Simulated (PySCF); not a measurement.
## Nitrogen: a sound run and one with changed settings

Sound run: N [He] 2s2 2p3, N⁺ [He] 2s2 2p2. Computed with PySCF 2.14 in aug-cc-pVDZ (4s3p2d, 23 functions), with the non-relativistic Hamiltonian (point nucleus). The sound run starts from symmetry-adapted Hartree-Fock orbitals and uses a fine grid where one is needed.

A second run was set up differently.

```csv
species,method,sound run (hartree),changed run (hartree),converged
N,UHF,-54.39318,-54.39318,yes
N,BP86,-54.58285,-54.58453,yes
N,r2SCAN,-54.57113,-54.56949,yes
N⁺,UHF,-53.88126,-53.88126,yes
N⁺,BP86,-54.03932,-54.03991,yes
N⁺,r2SCAN,-54.02542,-54.02093,yes
```

Ionisation energy of N:

```
method  sound run (eV)  changed run (eV)
   UHF          13.930            13.930
  BP86          14.790            14.820
r2SCAN          14.850            14.927
```

Question: What was changed?
A. basis contracted for another Hamiltonian
B. radial grid too coarse
C. all electrons correlated in a valence basis
D. minimal basis

Answer: B. It used radial step 0.5 in ln r (0.13 in the sound run). A coarse radial grid mis-integrates the density and the exchange-correlation energy, with errors of either sign; Hartree-Fock needs no grid.
